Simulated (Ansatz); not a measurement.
Consider the substitution at a C–C bond: `NCC(F)F` + `OCF` → `NCOCF` + difluoromethane.

Calculated with Ansatz (gas phase, PBE0-D4/def2-TZVP geometries, no zero-point term in ΔE). CBS: MP2 limit from def2 TZ/QZ plus the TZ coupled-cluster correction, frozen cores. This one scheme is used for every species. Functionals use def2-TZVPP. B3LYP here is the variant with VWN-RPA as its local correlation; programs differ in this. One conformer a species, not always the lowest.

| level | ΔE (kJ/mol) |
| --- | --- |
| PBE-D4 | 34.6 |
| r2SCAN-D4 | 36.9 |
| PBE0-D4 | 37.6 |
| B3LYP-D4 | 32.3 |
| ωB97M-V | 38.9 |
| B2PLYP | 33.6 |
| CCSD(T)/def2-TZVPP | 36.7 |
| CCSD/CBS(def2) | 40.3 |

Problem. What does CCSD(T)/CBS give? (An estimate is asked.)

Solution. Ansatz gave: +39.8 kJ/mol. The listed levels differ from it by -5.2, -2.9, -2.2, -7.5, -0.9, -6.2, -3.1, 0.5 kJ/mol.

Largest T1 diagnostic among the species: 0.011.

From PBE to PBE0 (25 % exact exchange), in def2-TZVPP and without D4, ΔE moves by +3.2 kJ/mol. In def2-TZVPP, CCSD(T) changes the Hartree–Fock value by +4.9 kJ/mol (the triples alone add −0.5 kJ/mol) and MP2 by +6.3 kJ/mol.
